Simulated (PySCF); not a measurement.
C3H4, SMILES C(=C)=C. Coordinates come from a PBE-D3(BJ)/def2-TZVP optimisation.

Method: PBE-D3(BJ)/def2-TZVP in PySCF.

Harmonic wavenumbers (cm⁻¹): 360, 360, 820, 820, 859, 976, 976, 1087, 1371, 1428, 2001, 3059, 3063, 3133, 3133. Rotational constants (GHz): 143.9, 8.860, 8.860; symmetry number 4.

Task: Work out the zero-point energy and the ideal-gas rigid-rotor harmonic-oscillator thermochemistry at 298.15 K and 1 atm.

Result: ZPE = ½ Σ hcν = ½ × 23446 cm⁻¹ = 140.24 kJ/mol. H − E(el) = 152.86 kJ/mol. Entropy in J/(mol K): translation 154.77, rotation 75.84, vibration 12.98, total 243.59. G − E(el) = 80.24 kJ/mol. Cp = 59.32 J/(mol K).
